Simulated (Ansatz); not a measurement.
# H$_{2}$Si–B⁺, quintet: the ladder up to full CI

Geometry: that of the H2Si–B, quartet, kept fixed. The triplet lies 5.0 eV lower here.

```yaml
atoms:
  - { symbol: Si, position_ang: [0.0000, 0.0000, 0.4518] }
  - { symbol: B, position_ang: [0.0000, 0.0000, -1.4188] }
  - { symbol: H, position_ang: [0.0000, 1.2127, 1.3144] }
  - { symbol: H, position_ang: [0.0000, -1.2127, 1.3144] }
```

Basis 6-31G; Ansatz 0.2.0. Only valence electrons are correlated (noble-gas cores frozen), which leaves 8 electrons in 20 orbitals. R marks a restricted (for open shells ROHF) determinant, U an unrestricted one. Active spaces: valence = (8e, 10o) chosen from the atoms' valence shells.

Full CI is exact within this basis and frozen core; it isn't the basis-set limit. The frozen core follows each run's orbitals, which can shift R against U totals by a few meV.

HF rows: UHF is the lowest solution found. Coupled cluster chose its determinant by a search with trial CCSD, here up to 0.12 eV above the lowest Hartree–Fock solution of its kind, and MP2 stands on that determinant too.

```
UHF ⟨S²⟩                          : 6.045
T1 diagnostic (RCCSD)             : 0.0346
largest doubles amplitude (RCCSD) : 0.090
T1 diagnostic (UCCSD)             : 0.0280
```

| level | E − E(full CI) (kcal/mol) | share of correlation (%) | wall time |
| --- | --- | --- | --- |
| UHF | 53.32 | 10.52 | – |
| RMP2 | 19.65 | 67.02 | – |
| UMP2 | 19.74 | 66.87 | – |
| RCCSD | 2.03 | 96.60 | – |
| UCCSD | 1.90 | 96.82 | – |
| RCCSD(T) | 0.68 | 98.86 | 1.7 s |
| UCCSD(T) | 0.68 | 98.86 | 1.8 s |
| BCCD(T) | 0.70 | 98.83 | 2.6 s |
| RCCSDT | 0.09 | 99.84 | – |
| UCCSDT | 0.09 | 99.86 | – |
| RCCSDT(Q) | 0.03 | 99.95 | 3.5 s |
| UCCSDT(Q) | 0.02 | 99.96 | 3.8 s |
| RCCSDTQ | 0.00 | 99.99 | 30 s |
| CASSCF (valence space) | 13.83 | 76.80 | – |
| NEVPT2 (valence space) | 3.58 | 93.99 | 2.6 s |
| MRCISD (valence space) | 0.33 | 99.45 | – |
| MRCISD+Q (valence space) | 0.11 | 99.81 | 7.5 s |

The correlation energy at full CI, counted from the determinant under the R cluster runs, is -2.584 eV. That run took 33 s on 1 thread of Intel Xeon Platinum 8488C, shared host over 1,851,136 determinants.

Run but not shown, since their state, orbitals or frozen core can't be matched to the reference's or they repeat it: RHF, CISD, CISDTQ.

Times hold each run's SCF and search for its determinant on a shared host, so for small cases they say little of a method's own cost; they ran on 1 thread of Intel Xeon Platinum 8488C. Some runs computed forces too.

The full-CI state has the irrep B1 of C2v, in the program's axes.

Natural occupations of full CI about the gap: 1.960 1.924 1.016 0.988 0.987 0.976 0.057 0.028 0.025 0.019; effectively unpaired electrons, Σ n²(2−n)², 4.04.
